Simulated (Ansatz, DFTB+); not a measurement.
## Isomers of C4H4O2

2 of its isomers, all singlets with charge 0: A = 3-butynoic acid `C#CCC(=O)O`; B = 2(5H)-Furanone `O=C1C=CCO1`.

Shapes, held fixed at every level: PBE0-D4/def2-TZVP. Flexible molecules stand in one conformer, not always the lowest. Programs: Ansatz 0.2.0, DFTB+ 25.1.

A:

```xyz
10

C    -1.7414   -1.6445   -0.7646
C    -0.7584   -1.1007   -0.3485
C     0.4386   -0.4645    0.1573
C     0.3729    1.0468    0.1856
O    -0.5442    1.7303   -0.1592
O     1.5265    1.5420    0.6679
H    -2.6196   -2.1173   -1.1359
H     0.6597   -0.8036    1.1750
H     1.3117   -0.7452   -0.4414
H     1.4373    2.5053    0.6668
```

B:

```xyz
10

O    -2.2408   -1.1688    0.4306
C    -1.2099   -0.6014    0.2316
C     0.1450   -1.1439    0.0102
C     0.9810   -0.1293   -0.1685
C     0.2181    1.1452   -0.0741
O    -1.1196    0.7608    0.1731
H     0.3501   -2.2034    0.0073
H     2.0460   -0.1711   -0.3544
H     0.5685    1.7831    0.7448
H     0.2615    1.7288   -1.0005
```

Electronic energies in kJ/mol, without zero-point or thermal terms.

| level | kind | B − A |
| --- | --- | --- |
| DFTB2-D4 | semi-empirical | -109.2 |
| HF/def2-SVP | Hartree–Fock | -98.2 |
| HF/def2-TZVPP | Hartree–Fock | -97.7 |
| B3LYP-D4/def2-TZVPP | global hybrid | -106.5 |
| BHLYP-D4/def2-TZVPP | global hybrid | -111.0 |
| wB97X-V/def2-TZVPP | range-separated hybrid | -117.6 |
| MP2/def2-TZVPP | perturbation theory | -95.1 |
| CCSD(T)/def2-TZVPP | coupled cluster or CI | -101.8 |
| CCSD(T)/CBS estimate | coupled cluster or CI | -100.2 |

The highest level, CCSD(T)/CBS estimate, puts B lowest of these. All levels agree on that. The B − A difference spans -117.6 to -95.1 kJ/mol over the levels. The CBS estimate extrapolates MP2 from def2-TZVPP and def2-QZVPP and adds CCSD(T) − MP2 in the triple-zeta set, cores frozen.
